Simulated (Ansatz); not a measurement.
Ansatz (a first-principles code) input (FCI/6-31G):

Ansatz 0.2 input:
```yaml
crystal:
  periodic: [false, false, false]
  atoms:
    - {symbol: Si, position_ang: [-0.00000000, -0.00000000, -0.55023231]}
    - {symbol: O, position_ang: [0.00000000, 0.00000000, 0.96290654]}
basis:
  gaussian:
    orbitals: 6-31G
magnetization: {spin_polarized: false}
correlation: {method: fci, electrons: outside_noble_gas}
```

End of the output:

```
integrals: 0.00 GiB planned
393 factors; integrals over basis functions are off by at most 5.1e-8 eV
mean field: 0.05 GiB planned
mean field evaluation 1: about -9892.0069 eV, gradient 4.5e1 eV
mean field evaluation 2: about -9892.0115 eV, gradient 4.5e1 eV
mean field evaluation 4: about -9896.7986 eV, gradient 1.6e0 eV
mean field evaluation 8: about -9896.8131 eV, gradient 6.5e-2 eV
mean field -9896.81313302 eV, -363.7011743376 hartree, gradient 2.1e-6 eV, S^2 0.000000; 0 other end points of the search recorded, 0 dependent functions left out
6 core orbitals not correlated
reference -9896.81313302 eV, -363.7011743376 hartree; 5, 5 occupied and 11, 11 virtual orbitals, 393 factors
configuration interaction: 1.51 GiB planned
state -9902.32903116 eV, -363.9038798555 hartree
Total energy: -9902.32903116 eV, -363.9038798555 hartree
```
